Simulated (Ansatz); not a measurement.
Relaxed structures of CH5ClSi, closed shell (PBE0-D4/def2-TZVP; forces vanish, vibrations not checked; lower isomers may exist, and structures with a doubtful reference or unclear bonds are left out; Å). Computed with Ansatz 0.2.0 (basis: def2-TZVPP); correlated methods freeze the cores.

(1) Rank them by CCSD(T) energy, lowest first, and give each one's height above the lowest. Links in brackets join atoms within 1.22 times the sum of their covalent radii (1.1 for two metals). (Judge from chemistry; the value comes from the calculation.)
A.
CH₅ClSi ([SiH3][CH2][Cl])
```
8
angstrom
Si -0.8687 0.3221 -0.1530
C 0.9262 -0.2193 0.0329
Cl 1.0490 -1.4613 1.3100
H -1.7000 -0.8469 -0.5303
H -0.9482 1.3564 -1.2207
H -1.3469 0.8937 1.1294
H 1.5728 0.6107 0.3191
H 1.3158 -0.6554 -0.8874
```
B.
CH₅ClSi ([CH3][SiH2][Cl])
```
8
angstrom
Si 0.9202 -0.2289 0.0443
C -0.8468 0.3096 -0.1446
Cl 1.0535 -1.6628 1.5203
H -1.4810 -0.5349 -0.4212
H -0.9246 1.0705 -0.9263
H -1.2235 0.7339 0.7882
H 1.7938 0.8997 0.4481
H 1.4418 -0.8349 -1.2051
```
C.
a complex of CH₄Si ([CH2][SiH2]) + HCl
```
8
angstrom
Si -0.5943 1.1766 -0.0259
C 0.7413 0.1302 -0.1690
Cl -1.0341 -2.5867 -1.2987
H -0.4934 -1.4780 -0.8648
H -1.0620 2.0184 -1.1452
H -1.4085 1.2548 1.2035
H 1.0915 -0.4731 0.6612
H 1.3455 0.0878 -1.0685
```

No T1 diagnostic of these runs exceeds 0.012. The restricted Hartree–Fock reference is unstable towards an unrestricted one at one or more of these structures.

Results:

(1) By the calculation: B (0.000 eV), A (1.828 eV), C (3.145 eV). Heights count from the lowest.

For scale, one of the runs: CCSD(T)/def2-TZVPP, 185 basis functions, launched by `ansatz run in.yaml --threads 2 --pin off --events-out ev --progress --plain --max-ram 4352MiB`. Time: 35 s of wall clock on 2 CPU threads of an Arm Neoverse V2; the host was shared. Peak host memory: 1.7 GiB.
